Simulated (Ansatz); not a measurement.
# CH₄ClSi+ (SMILES [SiH2+]CCl): a rigid scan of the angle H5–Si1–H4

One table from this session's results is given with a row withheld; the runs are named, their logs left out.

Program: Ansatz 0.2.0, Gaussian basis. Level of theory: single points in def2-TZVPP. These are calculated values, not measurements.

Levels: PBE-D4, r2SCAN-D4, PBE0-D4, B3LYP-D4, wB97M-V, Hartree-Fock, MP2, CCSD, CCSD(T). The scan takes 101.2, 105.7, 110.2, 114.7, 119.2, 123.7, 128.2, 132.7, 137.2°.

Cores are frozen in the correlated methods. B3LYP uses VWN-RPA correlation.

37 further runs of the same task are left out: 37 set aside as unsound or not needed.

**The starting structure**

The minimum, relaxed at PBE0-D4: 7 atoms, charge 1, spin multiplicity 1.

Atoms are counted from 1 here; the program's logs count them from 0.

Bond lengths: Si1–C2 1.831 Å, Si1–H4 1.473 Å, Si1–H5 1.477 Å, C2–Cl3 1.757 Å, C2–H6 1.100 Å, C2–H7 1.100 Å. Angles: C2–Si1–H4 120.3°, C2–Si1–H5 120.4°, H4–Si1–H5 119.2°, Si1–C2–Cl3 110.7°, Si1–C2–H6 109.1°, Si1–C2–H7 109.1°, Cl3–C2–H6 111.0°, Cl3–C2–H7 111.0°, H6–C2–H7 105.6°.

Coordinates:

```xyz
7
charge 1, multiplicity 1
Si   -0.7469    0.2980   -0.6405
C     0.6152   -0.1042    0.5158
Cl    0.7306   -1.8396    0.7616
H    -1.5832   -0.7745   -1.2057
H    -1.0185    1.7000   -1.0184
H     0.4458    0.4188    1.4686
H     1.5571    0.3015    0.1186
```

Energies of the minimum (eV), from earlier single points: PBE-D4 -21483.58399, r2SCAN-D4 -21491.90329, PBE0-D4 -21485.51262, B3LYP-D4 -21495.51489, wB97M-V -21492.34823, CCSD(T) -21466.34364.

At the minimum the angle H5–Si1–H4 is 119.2°.

Set-up of the first run:

Contents of ccsdt-tzvpp/in.yaml:

```yaml
crystal:
  periodic: [false, false, false]
  atoms:
    - {symbol: Si, position_ang: [-0.746914, 0.298025, -0.640538]}
    - {symbol: C, position_ang: [0.615198, -0.104184, 0.515844]}
    - {symbol: Cl, position_ang: [0.730584, -1.839608, 0.761632]}
    - {symbol: H, position_ang: [-1.583244, -0.774475, -1.205738]}
    - {symbol: H, position_ang: [-1.350050, 1.492299, -1.266621]}
    - {symbol: H, position_ang: [0.445785, 0.418780, 1.468618]}
    - {symbol: H, position_ang: [1.557133, 0.301500, 0.118622]}
basis:
  gaussian: {orbitals: def2-TZVPP}
total_charge: 1
correlation: {method: ccsd_t}
```

No record of the launch command was kept for these runs.

Steps of the session up to this table: H5–Si1–H4 = 101.2°; H5–Si1–H4 = 105.7°; H5–Si1–H4 = 110.2°; H5–Si1–H4 = 114.7°; H5–Si1–H4 = 119.2°; H5–Si1–H4 = 123.7°; H5–Si1–H4 = 128.2°; H5–Si1–H4 = 132.7°; H5–Si1–H4 = 137.2°.

One table of the session follows, with a row left open; its other results are not shown here.

It belongs to the step «The curves». Energies less that of the minimum at the same level (kJ/mol):

| angle (°) | PBE-D4 | PBE0-D4 | B3LYP-D4 | wB97M-V | Hartree-Fock |
| --- | --- | --- | --- | --- | --- |
| 101.2 | 20.2 | 21.7 | 21.7 | 22.0 | 25.5 |
| 105.7 | 11.3 | 12.2 | 12.1 | 12.4 | 14.4 |
| 110.2 | 5.0 | 5.4 | 5.3 | 5.5 | 6.5 |
| 114.7 | ? | ? | ? | ? | ? |
| 119.2 | 0.0 | 0.0 | 0.0 | 0.0 | 0.0 |
| 119.2 (minimum) | 0.0 | 0.0 | 0.0 | 0.0 | 0.0 |
| 123.7 | 1.3 | 1.3 | 1.4 | 1.3 | 1.4 |
| 128.2 | 5.2 | 5.3 | 5.5 | 5.3 | 6.0 |
| 132.7 | 11.8 | 12.1 | 12.5 | 12.0 | 13.7 |
| 137.2 | 20.9 | 21.6 | 22.2 | 21.5 | 24.8 |

Q: Estimate the row for angle (°) = 114.7 from the others.

Worked estimate for «PBE-D4». A straight line through the neighbours (110.2, 5.0) and (119.2, 0.0) gives 5.0 + (0.0 − 5.0) × (114.7 − 110.2) / (119.2 − 110.2) = 2.5; a parabola fitted to 4 rows on both sides gives 1.2.

The run gave: PBE-D4: 1.2; PBE0-D4: 1.4; B3LYP-D4: 1.3; wB97M-V: 1.4; Hartree-Fock: 1.7. In «PBE-D4» the line misses by +1.3 and the parabola by 0.0.

Limits of these values: A polynomial through the near points puts the CCSD(T) minimum at the PBE0-D4 value.
